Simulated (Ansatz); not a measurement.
in.yaml

```yaml
crystal:
  periodic: [false, false, false]
  atoms:
    - {symbol: B, position_ang: [0.000000, 0.000000, 0.000000]}
    - {symbol: H, position_ang: [2.427328, 0.029606, -0.000525]}
    - {symbol: H, position_ang: [-1.239305, 2.087316, -0.005770]}
    - {symbol: H, position_ang: [-1.188024, -2.116922, 0.006295]}
basis:
  gaussian: {orbitals: cc-pVDZ}
magnetization: {spin_polarized: false}
correlation: {method: ccsdtq, electrons: outside_noble_gas}
```

```sh
$ ansatz run in.yaml --threads 1 --pin off --events-out ev --progress --plain --max-ram 2393MiB
```

Log:

```
494 factors; integrals over basis functions are off by at most 7.2e-8 eV
mean field evaluation 1: about -703.6614 eV, gradient 9.7e0 eV
mean field evaluation 2: about -703.6618 eV, gradient 9.7e0 eV
mean field evaluation 4: about -704.6034 eV, gradient 1.5e0 eV
mean field evaluation 8: about -704.6511 eV, gradient 9.3e-4 eV
mean field evaluation 16: about -704.6502 eV, gradient 2.4e-1 eV
mean field evaluation 32: about -701.6157 eV, gradient 3.6e0 eV
mean field -704.65112598 eV, -25.8954512502 hartree, gradient 1.2e-6 eV, S^2 0.000000; 2 other end points of the search recorded, 0 dependent functions left out; unrestricted orbitals would lower it
mean field evaluation 64: about -703.6614 eV, gradient 6.9e0 eV
mean field evaluation 96: about -706.8155 eV, gradient 7.5e-1 eV
mean field evaluation 128: about -704.6502 eV, gradient 1.7e-1 eV
mean field evaluation 160: about -707.8325 eV, gradient 2.6e0 eV
unrestricted determinant -708.56525368 eV, -26.0392927899 hartree, S^2 1.8212
1 core orbitals not correlated: weight in the atoms' cores, before any rotation towards them, 1.000 or more for the frozen orbitals, at most 0.000 for the correlated occupied ones
reference -704.65112598 eV, -25.8954512502 hartree; 3, 3 occupied and 25, 25 virtual orbitals, 494 factors
second order -3.92930007 eV of doubles, -0.00000000 eV of singles
...
cycle  12  -6.65549132 eV  change    2.4e-3 eV  update   4.5e-4
cycle  13  -6.65517605 eV  change    3.2e-4 eV  update   2.0e-4
cycle  14  -6.65508911 eV  change    8.7e-5 eV  update   7.9e-5
cycle  15  -6.65505451 eV  change    3.5e-5 eV  update   3.6e-5
cycle  16  -6.65510358 eV  change   -4.9e-5 eV  update   1.3e-5
cycle  17  -6.65509770 eV  change    5.9e-6 eV  update   5.3e-6
cycle  18  -6.65510110 eV  change   -3.4e-6 eV  update   3.5e-6
cycle  19  -6.65510014 eV  change    9.5e-7 eV  update   2.1e-6
cycle  20  -6.65510063 eV  change   -4.8e-7 eV  update   6.7e-7
cycle  21  -6.65510031 eV  change    3.1e-7 eV  update   2.6e-7
WARN: these amplitudes may be one of several solutions (largest doubles amplitude 0.40, level shift 0.33 eV)
Total energy: -711.30622630 eV, -26.1400216758 hartree
```

For the same geometry and basis full CI lies 3.7 meV higher.

Ran on 1 thread of Arm Neoverse V2, shared host: 11 s wall, 0.2 GiB peak host memory.
